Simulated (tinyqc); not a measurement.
UKS/PBE0 in the sto-3g basis, for CH2, spin multiplicity 3, step by step (part 1 of 2). Computed by tinyqc, a small Python program that keeps every step (integrals from PySCF). Settings: charge = 0, multiplicity = 3, basis = sto-3g, energy threshold = 1e-09, iteration cap = 90, orthogonalisation = symmetric, start = highest core orbitals, DIIS depth = 6, DIIS from iteration = 2, method = UKS, functional = pbe0, grid = [15, 50]. Command: `OMP_NUM_THREADS=1 python tinyqc.py 29774 29775 out.jsonl` (the two numbers bound the seeds that draw the settings). One thread of a shared host (Intel(R) Xeon(R) Processor @ 2.60GHz), about 4 s of CPU time with the checks. Later iterations appear only in the table of the cycle.

## One-electron integrals

Geometry (angstrom):
```
atom,x,y,z
C,0.000000,0.000000,0.000000
H,0.000000,1.167000,0.710000
H,0.000000,-1.167000,0.710000
```

Basis sto-3g: exponents (1/bohr^2) and contraction coefficients of normalised primitives:
```
element,l (shell),exponent,coefficient
C,s (1),71.616837,0.154329
C,s (1),13.045096,0.535328
C,s (1),3.530512,0.444635
C,s (2),2.941249,-0.099967
C,s (2),0.683483,0.399513
C,s (2),0.222290,0.700115
C,p (3),2.941249,0.155916
C,p (3),0.683483,0.607684
C,p (3),0.222290,0.391957
H,s (1),3.425251,0.154329
H,s (1),0.623914,0.535328
H,s (1),0.168855,0.444635
```

Overlap, kinetic and nuclear-attraction integrals over the contracted functions; the nuclear repulsion is the sum of Za Zb / Rab.

nuclear repulsion = 4.87538605 hartree

overlap S:
```
,1C 1s,1C 2s,1C 2px,1C 2py,1C 2pz,2H 1s,3H 1s
1C 1s,1.000000,0.248362,0.000000,0.000000,0.000000,0.033006,0.033006
1C 2s,0.248362,1.000000,0.000000,0.000000,0.000000,0.345308,0.345308
1C 2px,0.000000,0.000000,1.000000,0.000000,0.000000,0.000000,0.000000
1C 2py,0.000000,0.000000,0.000000,1.000000,0.000000,0.310385,-0.310385
1C 2pz,0.000000,0.000000,0.000000,0.000000,1.000000,0.188838,0.188838
2H 1s,0.033006,0.345308,0.000000,0.310385,0.188838,1.000000,0.067165
3H 1s,0.033006,0.345308,0.000000,-0.310385,0.188838,0.067165,1.000000
```

kinetic energy T (hartree):
```
,1C 1s,1C 2s,1C 2px,1C 2py,1C 2pz,2H 1s,3H 1s
1C 1s,15.891122,-0.085890,0.000000,0.000000,0.000000,-0.010048,-0.010048
1C 2s,-0.085890,0.472250,0.000000,0.000000,0.000000,0.037973,0.037973
1C 2px,0.000000,0.000000,1.477728,0.000000,0.000000,0.000000,0.000000
1C 2py,0.000000,0.000000,0.000000,1.477728,0.000000,0.105740,-0.105740
1C 2pz,0.000000,0.000000,0.000000,0.000000,1.477728,0.064332,0.064332
2H 1s,-0.010048,0.037973,0.000000,0.105740,0.064332,0.760032,-0.011379
3H 1s,-0.010048,0.037973,0.000000,-0.105740,0.064332,-0.011379,0.760032
```

nuclear attraction V (hartree):
```
,1C 1s,1C 2s,1C 2px,1C 2py,1C 2pz,2H 1s,3H 1s
1C 1s,-34.427518,-4.384654,0.000000,0.000000,-0.011210,-0.590531,-0.590531
1C 2s,-4.384654,-5.958695,0.000000,0.000000,-0.125182,-1.627275,-1.627275
1C 2px,0.000000,0.000000,-5.864447,0.000000,0.000000,0.000000,0.000000
1C 2py,0.000000,0.000000,0.000000,-5.978431,0.000000,-1.335415,1.335415
1C 2pz,-0.011210,-0.125182,0.000000,0.000000,-5.906638,-0.833325,-0.833325
2H 1s,-0.590531,-1.627275,0.000000,-1.335415,-0.833325,-3.761113,-0.282485
3H 1s,-0.590531,-1.627275,0.000000,1.335415,-0.833325,-0.282485,-3.761113
```

core Hamiltonian H = T + V (hartree):
```
,1C 1s,1C 2s,1C 2px,1C 2py,1C 2pz,2H 1s,3H 1s
1C 1s,-18.536396,-4.470544,0.000000,0.000000,-0.011210,-0.600579,-0.600579
1C 2s,-4.470544,-5.486445,0.000000,0.000000,-0.125182,-1.589302,-1.589302
1C 2px,0.000000,0.000000,-4.386719,0.000000,0.000000,0.000000,0.000000
1C 2py,0.000000,0.000000,0.000000,-4.500703,0.000000,-1.229675,1.229675
1C 2pz,-0.011210,-0.125182,0.000000,0.000000,-4.428910,-0.768993,-0.768993
2H 1s,-0.600579,-1.589302,0.000000,-1.229675,-0.768993,-3.001081,-0.293863
3H 1s,-0.600579,-1.589302,0.000000,1.229675,-0.768993,-0.293863,-3.001081
```

## Two-electron integrals

Functions are numbered as in S; the eight-fold symmetry (ij|kl) = (ji|kl) = (kl|ij) leaves the list below.

Two-electron integrals (ij|kl) in chemists' order, unique and non-zero (hartree):
```
i,j,k,l,(ij|kl)
1,1,1,1,3.541948
2,1,1,1,0.576921
2,1,2,1,0.111888
2,2,1,1,0.854682
2,2,2,1,0.205284
2,2,2,2,0.624709
3,1,3,1,0.020296
3,2,3,1,0.030858
3,2,3,2,0.137996
3,3,1,1,0.852436
3,3,2,1,0.205335
3,3,2,2,0.624568
3,3,3,3,0.672833
4,1,4,1,0.020296
4,2,4,1,0.030858
4,2,4,2,0.137996
4,3,4,3,0.036269
4,4,1,1,0.852436
4,4,2,1,0.205335
4,4,2,2,0.624568
4,4,3,3,0.600295
4,4,4,4,0.672833
5,1,5,1,0.020296
5,2,5,1,0.030858
5,2,5,2,0.137996
5,3,5,3,0.036269
5,4,5,4,0.036269
5,5,1,1,0.852436
5,5,2,1,0.205335
5,5,2,2,0.624568
5,5,3,3,0.600295
5,5,4,4,0.600295
5,5,5,5,0.672833
6,1,1,1,0.076921
6,1,2,1,0.014840
6,1,2,2,0.027225
6,1,3,3,0.027138
6,1,4,1,0.000741
6,1,4,2,0.001399
6,1,4,4,0.027335
6,1,5,1,0.000451
6,1,5,2,0.000851
6,1,5,4,0.000120
6,1,5,5,0.027211
6,1,6,1,0.002009
6,2,1,1,0.212118
6,2,2,1,0.051766
6,2,2,2,0.177018
6,2,3,3,0.172550
6,2,4,1,0.004169
6,2,4,2,0.030659
6,2,4,4,0.182203
6,2,5,1,0.002537
6,2,5,2,0.018653
6,2,5,4,0.005873
6,2,5,5,0.176123
6,2,6,1,0.007167
6,2,6,2,0.070097
6,3,3,1,0.004890
6,3,3,2,0.026892
6,3,4,3,0.005744
6,3,5,3,0.003495
6,3,6,3,0.007869
6,4,1,1,0.164380
6,4,2,1,0.040593
6,4,2,2,0.147187
6,4,3,3,0.139947
6,4,4,1,0.007677
6,4,4,2,0.050084
6,4,4,4,0.158778
6,4,5,1,0.001696
6,4,5,2,0.014110
6,4,5,4,0.007962
6,4,5,5,0.142665
6,4,6,1,0.005838
6,4,6,2,0.069047
6,4,6,4,0.074645
6,5,1,1,0.100008
6,5,2,1,0.024697
6,5,2,2,0.089548
6,5,3,3,0.085144
6,5,4,1,0.001696
6,5,4,2,0.014110
6,5,4,4,0.089610
6,5,5,1,0.005921
6,5,5,2,0.035477
6,5,5,4,0.008462
6,5,5,5,0.093787
6,5,6,1,0.003552
6,5,6,2,0.042008
6,5,6,4,0.040627
6,5,6,5,0.032586
6,6,1,1,0.384430
6,6,2,1,0.095343
6,6,2,2,0.372668
6,6,3,3,0.354093
6,6,4,1,0.008681
6,6,4,2,0.088265
6,6,4,4,0.394378
6,6,5,1,0.005282
6,6,5,2,0.053700
6,6,5,4,0.024509
6,6,5,5,0.369004
6,6,6,1,0.013314
6,6,6,2,0.196804
6,6,6,4,0.212988
6,6,6,5,0.129582
6,6,6,6,0.774606
7,1,1,1,0.076921
7,1,2,1,0.014840
7,1,2,2,0.027225
7,1,3,3,0.027138
7,1,4,1,-0.000741
7,1,4,2,-0.001399
7,1,4,4,0.027335
7,1,5,1,0.000451
7,1,5,2,0.000851
7,1,5,4,-0.000120
7,1,5,5,0.027211
7,1,6,1,0.001951
7,1,6,2,0.006742
7,1,6,4,0.005080
7,1,6,5,0.003352
7,1,6,6,0.012389
7,1,7,1,0.002009
7,2,1,1,0.212118
7,2,2,1,0.051766
7,2,2,2,0.177018
7,2,3,3,0.172550
7,2,4,1,-0.004169
7,2,4,2,-0.030659
7,2,4,4,0.182203
7,2,5,1,0.002537
7,2,5,2,0.018653
7,2,5,4,-0.005873
7,2,5,5,0.176123
7,2,6,1,0.006742
7,2,6,2,0.047396
7,2,6,4,0.034361
7,2,6,5,0.027663
7,2,6,6,0.100881
7,2,7,1,0.007167
7,2,7,2,0.070097
7,3,3,1,0.004890
7,3,3,2,0.026892
7,3,4,3,-0.005744
7,3,5,3,0.003495
7,3,6,3,0.004898
7,3,7,3,0.007869
7,4,1,1,-0.164380
7,4,2,1,-0.040593
7,4,2,2,-0.147187
7,4,3,3,-0.139947
7,4,4,1,0.007677
7,4,4,2,0.050084
7,4,4,4,-0.158778
7,4,5,1,-0.001696
7,4,5,2,-0.014110
7,4,5,4,0.007962
7,4,5,5,-0.142665
7,4,6,1,-0.005080
7,4,6,2,-0.034361
7,4,6,4,-0.020946
7,4,6,5,-0.019741
7,4,6,6,-0.070415
7,4,7,1,-0.005838
7,4,7,2,-0.069047
7,4,7,4,0.074645
7,5,1,1,0.100008
7,5,2,1,0.024697
7,5,2,2,0.089548
7,5,3,3,0.085144
7,5,4,1,-0.001696
7,5,4,2,-0.014110
7,5,4,4,0.089610
7,5,5,1,0.005921
7,5,5,2,0.035477
7,5,5,4,-0.008462
7,5,5,5,0.093787
7,5,6,1,0.003352
7,5,6,2,0.027663
7,5,6,4,0.019741
7,5,6,5,0.020711
7,5,6,6,0.061925
7,5,7,1,0.003552
7,5,7,2,0.042008
7,5,7,4,-0.040627
7,5,7,5,0.032586
7,6,1,1,0.035908
7,6,2,1,0.008804
7,6,2,2,0.031404
7,6,3,3,0.030538
7,6,4,4,0.031442
7,6,5,1,0.000715
7,6,5,2,0.005706
7,6,5,5,0.032198
7,6,6,1,0.001191
7,6,6,2,0.011016
7,6,6,4,0.009503
7,6,6,5,0.007271
7,6,6,6,0.028842
7,6,7,1,0.001191
7,6,7,2,0.011016
7,6,7,4,-0.009503
7,6,7,5,0.007271
7,6,7,6,0.002217
7,7,1,1,0.384430
7,7,2,1,0.095343
7,7,2,2,0.372668
7,7,3,3,0.354093
7,7,4,1,-0.008681
7,7,4,2,-0.088265
7,7,4,4,0.394378
7,7,5,1,0.005282
7,7,5,2,0.053700
7,7,5,4,-0.024509
7,7,5,5,0.369004
7,7,6,1,0.012389
7,7,6,2,0.100881
7,7,6,4,0.070415
7,7,6,5,0.061925
7,7,6,6,0.226514
7,7,7,1,0.013314
7,7,7,2,0.196804
7,7,7,4,-0.212988
7,7,7,5,0.129582
7,7,7,6,0.028842
7,7,7,7,0.774606
```

## Orthogonalisation

S = U s U^T; symmetric (Loewdin) form X = U s^(-1/2) U^T, so that X^T S X = 1.

eigenvalues of S: 0.443969  0.526183  0.877227  1.000000  1.099719  1.406651  1.646250

X:
```
,1C 1s,1C 2s,1C 2px,1C 2py,1C 2pz,2H 1s,3H 1s
1C 1s,1.026075,-0.142862,0.000000,0.000000,-0.007230,0.020747,0.020747
1C 2s,-0.142862,1.139265,0.000000,0.000000,0.061209,-0.208808,-0.208808
1C 2px,0.000000,0.000000,1.000000,0.000000,0.000000,0.000000,0.000000
1C 2py,0.000000,0.000000,0.000000,1.090444,0.000000,-0.188750,0.188750
1C 2pz,-0.007230,0.061209,0.000000,0.000000,1.032573,-0.111591,-0.111591
2H 1s,0.020747,-0.208808,0.000000,-0.188750,-0.111591,1.117417,-0.013871
3H 1s,0.020747,-0.208808,0.000000,0.188750,-0.111591,-0.013871,1.117417
```

## Starting guess

The start is the highest orbitals of the core Hamiltonian (a deliberately bad start); D(s) = C_occ C_occ^T for each spin.

D(alpha) at the start:
```
,1C 1s,1C 2s,1C 2px,1C 2py,1C 2pz,2H 1s,3H 1s
1C 1s,0.011856,-0.060898,0.000000,0.000000,0.076047,0.041156,0.041156
1C 2s,-0.060898,0.348378,0.000000,0.000000,-0.268885,-0.345557,-0.345557
1C 2px,0.000000,0.000000,1.000000,0.000000,0.000000,0.000000,0.000000
1C 2py,0.000000,0.000000,0.000000,1.260321,0.000000,-0.419351,0.419351
1C 2pz,0.076047,-0.268885,0.000000,0.000000,0.904474,-0.195151,-0.195151
2H 1s,0.041156,-0.345557,0.000000,-0.419351,-0.195151,1.324359,-0.026706
3H 1s,0.041156,-0.345557,0.000000,0.419351,-0.195151,-0.026706,1.324359
```

D(beta) at the start:
```
,1C 1s,1C 2s,1C 2px,1C 2py,1C 2pz,2H 1s,3H 1s
1C 1s,0.011856,-0.060898,0.000000,0.000000,0.076047,0.041156,0.041156
1C 2s,-0.060898,0.348378,0.000000,0.000000,-0.268885,-0.345557,-0.345557
1C 2px,0.000000,0.000000,0.000000,0.000000,0.000000,0.000000,0.000000
1C 2py,0.000000,0.000000,0.000000,0.123387,0.000000,-0.285311,0.285311
1C 2pz,0.076047,-0.268885,0.000000,0.000000,0.904474,-0.195151,-0.195151
2H 1s,0.041156,-0.345557,0.000000,-0.285311,-0.195151,1.308556,-0.010904
3H 1s,0.041156,-0.345557,0.000000,0.285311,-0.195151,-0.010904,1.308556
```

## Iteration 1: exchange-correlation on the grid

Becke grid with 15 radial and 50 angular points per atom, points of zero weight dropped. rho = sum D_ij phi_i phi_j; V_xc,ij = sum w v_xc phi_i phi_j plus the gradient terms; v_xc is d(rho eps)/d rho(s) for spin s at fixed gradient. Exact exchange is left to K.

The 12 grid points with the largest w rho, of 2246 (bohr, atomic units):
```
x,y,z,w,rho(alpha),rho(beta),eps_xc,v_xc(alpha)
0.484658,0.484658,-1.453973,0.378548,0.067612,0.057829,-0.334639,-0.422759
0.484658,-0.484658,-1.453973,0.378548,0.067612,0.057829,-0.334639,-0.422759
-0.484658,0.484658,-1.453973,0.378548,0.067612,0.057829,-0.334639,-0.422759
-0.484658,-0.484658,-1.453973,0.378548,0.067612,0.057829,-0.334639,-0.422759
0.000000,1.136623,-1.136623,0.421835,0.068955,0.040925,-0.325415,-0.418345
0.000000,-1.136623,-1.136623,0.421835,0.068955,0.040925,-0.325415,-0.418345
1.136623,0.000000,-1.136623,0.423629,0.064923,0.039419,-0.320250,-0.410745
-1.136623,0.000000,-1.136623,0.423629,0.064923,0.039419,-0.320250,-0.410745
0.331662,0.331662,-0.994987,0.135331,0.171972,0.147373,-0.440137,-0.582857
0.331662,-0.331662,-0.994987,0.135331,0.171972,0.147373,-0.440137,-0.582857
-0.331662,0.331662,-0.994987,0.135331,0.171972,0.147373,-0.440137,-0.582857
-0.331662,-0.331662,-0.994987,0.135331,0.171972,0.147373,-0.440137,-0.582857
```

electrons on the grid, sum of w rho = 7.997380

E_xc = sum of w rho eps_xc = -2.72339455 hartree

V_xc(alpha) (hartree):
```
,1C 1s,1C 2s,1C 2px,1C 2py,1C 2pz,2H 1s,3H 1s
1C 1s,-0.513197,-0.138555,0.000000,0.000000,0.002499,-0.018201,-0.018201
1C 2s,-0.138555,-0.445182,0.000000,0.000000,0.027263,-0.132597,-0.132597
1C 2px,0.000000,0.000000,-0.441835,0.000000,0.000000,0.000000,0.000000
1C 2py,0.000000,0.000000,0.000000,-0.460537,0.000000,-0.120286,0.120286
1C 2pz,0.002499,0.027263,0.000000,0.000000,-0.434748,-0.066839,-0.066839
2H 1s,-0.018201,-0.132597,0.000000,-0.120286,-0.066839,-0.415332,-0.021979
3H 1s,-0.018201,-0.132597,0.000000,0.120286,-0.066839,-0.021979,-0.415332
```

V_xc(beta) (hartree):
```
,1C 1s,1C 2s,1C 2px,1C 2py,1C 2pz,2H 1s,3H 1s
1C 1s,-0.565646,-0.122451,0.000000,0.000000,0.002797,-0.016066,-0.016066
1C 2s,-0.122451,-0.350050,0.000000,0.000000,0.035927,-0.113235,-0.113235
1C 2px,0.000000,0.000000,-0.312999,0.000000,0.000000,0.000000,0.000000
1C 2py,0.000000,0.000000,0.000000,-0.336630,0.000000,-0.105395,0.105395
1C 2pz,0.002797,0.035927,0.000000,0.000000,-0.399271,-0.061978,-0.061978
2H 1s,-0.016066,-0.113235,0.000000,-0.105395,-0.061978,-0.407572,-0.019558
3H 1s,-0.016066,-0.113235,0.000000,0.105395,-0.061978,-0.019558,-0.407572
```

## Iteration 1: building the Kohn-Sham matrix

J_ij = sum D_kl (ij|kl) with D = D(alpha) + D(beta), K_ij = sum D_kl (ik|jl) for each spin; F = H + J - 0.25 K(s) + V_xc; E = tr D H + tr D J / 2 - 0.125 sum_s tr D(s) K(s) + E_xc + E_nn.

Coulomb J (hartree):
```
,1C 1s,1C 2s,1C 2px,1C 2py,1C 2pz,2H 1s,3H 1s
1C 1s,4.954045,1.200564,0.000000,0.000000,-0.020144,0.158820,0.158820
1C 2s,1.200564,3.949110,0.000000,0.000000,-0.003131,1.262448,1.262448
1C 2px,0.000000,0.000000,3.861571,0.000000,0.000000,0.000000,0.000000
1C 2py,0.000000,0.000000,0.000000,4.014802,0.000000,1.122109,-1.122109
1C 2pz,-0.020144,-0.003131,0.000000,0.000000,3.967640,0.683014,0.683014
2H 1s,0.158820,1.262448,0.000000,1.122109,0.683014,3.434265,0.230473
3H 1s,0.158820,1.262448,0.000000,-1.122109,0.683014,0.230473,3.434265
```

exchange K(alpha) (hartree):
```
,1C 1s,1C 2s,1C 2px,1C 2py,1C 2pz,2H 1s,3H 1s
1C 1s,0.070712,0.093874,0.000000,0.000000,-0.011752,0.014401,0.014401
1C 2s,0.093874,0.511679,0.000000,0.000000,-0.249175,0.172106,0.172106
1C 2px,0.000000,0.000000,0.767755,0.000000,0.000000,0.000000,0.000000
1C 2py,0.000000,0.000000,0.000000,0.819934,0.000000,0.246499,-0.246499
1C 2pz,-0.011752,-0.249175,0.000000,0.000000,0.684834,0.077866,0.077866
2H 1s,0.014401,0.172106,0.000000,0.246499,0.077866,0.793681,0.016730
3H 1s,0.014401,0.172106,0.000000,-0.246499,0.077866,0.016730,0.793681
```

exchange K(beta) (hartree):
```
,1C 1s,1C 2s,1C 2px,1C 2py,1C 2pz,2H 1s,3H 1s
1C 1s,0.027735,0.029412,0.000000,0.000000,-0.011272,0.002034,0.002034
1C 2s,0.029412,0.232510,0.000000,0.000000,-0.244271,0.103236,0.103236
1C 2px,0.000000,0.000000,0.056673,0.000000,0.000000,0.000000,0.000000
1C 2py,0.000000,0.000000,0.000000,0.100809,0.000000,0.117517,-0.117517
1C 2pz,-0.011272,-0.244271,0.000000,0.000000,0.611492,0.070335,0.070335
2H 1s,0.002034,0.103236,0.000000,0.117517,0.070335,0.744131,0.022020
3H 1s,0.002034,0.103236,0.000000,-0.117517,0.070335,0.022020,0.744131
```

F(alpha) (hartree):
```
,1C 1s,1C 2s,1C 2px,1C 2py,1C 2pz,2H 1s,3H 1s
1C 1s,-14.113226,-3.432004,0.000000,0.000000,-0.025917,-0.463560,-0.463560
1C 2s,-3.432004,-2.110437,0.000000,0.000000,-0.038757,-0.502478,-0.502478
1C 2px,0.000000,0.000000,-1.158922,0.000000,0.000000,0.000000,0.000000
1C 2py,0.000000,0.000000,0.000000,-1.151421,0.000000,-0.289476,0.289476
1C 2pz,-0.025917,-0.038757,0.000000,0.000000,-1.067227,-0.172284,-0.172284
2H 1s,-0.463560,-0.502478,0.000000,-0.289476,-0.172284,-0.180568,-0.089552
3H 1s,-0.463560,-0.502478,0.000000,0.289476,-0.172284,-0.089552,-0.180568
```

F(beta) (hartree):
```
,1C 1s,1C 2s,1C 2px,1C 2py,1C 2pz,2H 1s,3H 1s
1C 1s,-14.154931,-3.399785,0.000000,0.000000,-0.025739,-0.458333,-0.458333
1C 2s,-3.399785,-1.945513,0.000000,0.000000,-0.031319,-0.465898,-0.465898
1C 2px,0.000000,0.000000,-0.852316,0.000000,0.000000,0.000000,0.000000
1C 2py,0.000000,0.000000,0.000000,-0.847733,0.000000,-0.242340,0.242340
1C 2pz,-0.025739,-0.031319,0.000000,0.000000,-1.013414,-0.165541,-0.165541
2H 1s,-0.458333,-0.465898,0.000000,-0.242340,-0.165541,-0.160421,-0.088454
3H 1s,-0.458333,-0.465898,0.000000,0.242340,-0.165541,-0.088454,-0.160421
```

total energy of this density = -12.46331107 hartree

## Iteration 1: diagonalisation and new density

Diagonalise F' = X^T F X, C = X C', fill 5 alpha and 3 beta electrons from the bottom; D(s) = C_occ C_occ^T. Each column has its largest component positive (the first on a tie).

F' = X^T F X (alpha) (hartree):
```
,1,2,3,4,5,6,7
1,-13.929117,-1.521141,0.000000,0.000000,-0.027114,-0.062214,-0.062214
2,-1.521141,-1.510941,0.000000,0.000000,-0.024338,-0.183226,-0.183226
3,0.000000,0.000000,-1.158922,0.000000,0.000000,0.000000,0.000000
4,0.000000,0.000000,0.000000,-1.137283,0.000000,-0.121304,0.121304
5,-0.027114,-0.024338,0.000000,0.000000,-1.063092,-0.068288,-0.068288
6,-0.062214,-0.183226,0.000000,-0.121304,-0.068288,0.029329,-0.019393
7,-0.062214,-0.183226,0.000000,0.121304,-0.068288,-0.019393,0.029329
```

orbital energies (alpha) (hartree): MO1 -14.113796, MO2 -1.375936, MO3 -1.161598, MO4 -1.158922, MO5 -1.065829, MO6 0.062346, MO7 0.073038

coefficients C (alpha):
```
,MO1,MO2,MO3,MO4,MO5,MO6,MO7
1C 1s,1.001707,-0.255903,0.000000,0.000000,0.027155,0.067163,0.000000
1C 2s,-0.007451,1.074077,0.000000,0.000000,-0.110018,-0.493440,0.000000
1C 2px,0.000000,0.000000,0.000000,1.000000,0.000000,0.000000,0.000000
1C 2py,0.000000,0.000000,1.042192,0.000000,0.000000,0.000000,-0.417320
1C 2pz,0.001267,0.156592,0.000000,0.000000,1.004184,-0.249001,0.000000
2H 1s,0.001834,-0.076222,-0.074620,0.000000,-0.037200,0.811291,0.818514
3H 1s,0.001834,-0.076222,0.074620,0.000000,-0.037200,0.811291,-0.818514
```

F' = X^T F X (beta) (hartree):
```
,1,2,3,4,5,6,7
1,-13.979064,-1.502194,0.000000,0.000000,-0.027242,-0.064787,-0.064787
2,-1.502194,-1.339661,0.000000,0.000000,-0.013338,-0.177835,-0.177835
3,0.000000,0.000000,-0.852316,0.000000,0.000000,0.000000,0.000000
4,0.000000,0.000000,0.000000,-0.813626,0.000000,-0.126372,0.126372
5,-0.027242,-0.013338,0.000000,0.000000,-1.007754,-0.068806,-0.068806
6,-0.064787,-0.177835,0.000000,-0.126372,-0.068806,0.034774,-0.019706
7,-0.064787,-0.177835,0.000000,0.126372,-0.068806,-0.019706,0.034774
```

orbital energies (beta) (hartree): MO1 -14.156234, MO2 -1.214256, MO3 -1.011715, MO4 -0.852316, MO5 -0.848978, MO6 0.070795, MO7 0.089833

coefficients C (beta):
```
,MO1,MO2,MO3,MO4,MO5,MO6,MO7
1C 1s,1.002619,-0.250758,0.032428,0.000000,0.000000,0.070547,0.000000
1C 2s,-0.011450,1.063056,-0.134632,0.000000,0.000000,-0.510821,0.000000
1C 2px,0.000000,0.000000,0.000000,1.000000,0.000000,0.000000,0.000000
1C 2py,0.000000,0.000000,0.000000,0.000000,1.017917,0.000000,-0.473462
1C 2pz,0.000925,0.173915,0.999796,0.000000,0.000000,-0.255089,0.000000
2H 1s,0.002651,-0.063446,-0.032999,0.000000,-0.029930,0.812570,0.821363
3H 1s,0.002651,-0.063446,-0.032999,0.000000,0.029930,0.812570,-0.821363
```

D(alpha) after iteration 1:
```
,1C 1s,1C 2s,1C 2px,1C 2py,1C 2pz,2H 1s,3H 1s
1C 1s,1.069641,-0.285311,0.000000,0.000000,-0.011534,0.020332,0.020332
1C 2s,-0.285311,1.165801,0.000000,0.000000,0.057704,-0.077789,-0.077789
1C 2px,0.000000,0.000000,1.000000,0.000000,0.000000,0.000000,0.000000
1C 2py,0.000000,0.000000,0.000000,1.086165,0.000000,-0.077769,0.077769
1C 2pz,-0.011534,0.057704,0.000000,0.000000,1.032909,-0.049289,-0.049289
2H 1s,0.020332,-0.077789,0.000000,-0.077769,-0.049289,0.012765,0.001629
3H 1s,0.020332,-0.077789,0.000000,0.077769,-0.049289,0.001629,0.012765
```

D(beta) after iteration 1:
```
,1C 1s,1C 2s,1C 2px,1C 2py,1C 2pz,2H 1s,3H 1s
1C 1s,1.069175,-0.282415,0.000000,0.000000,-0.010262,0.017497,0.017497
1C 2s,-0.282415,1.148346,0.000000,0.000000,0.050266,-0.063035,-0.063035
1C 2px,0.000000,0.000000,0.000000,0.000000,0.000000,0.000000,0.000000
1C 2py,0.000000,0.000000,0.000000,0.000000,0.000000,0.000000,0.000000
1C 2pz,-0.010262,0.050266,0.000000,0.000000,1.029840,-0.044024,-0.044024
2H 1s,0.017497,-0.063035,0.000000,0.000000,-0.044024,0.005121,0.005121
3H 1s,0.017497,-0.063035,0.000000,0.000000,-0.044024,0.005121,0.005121
```
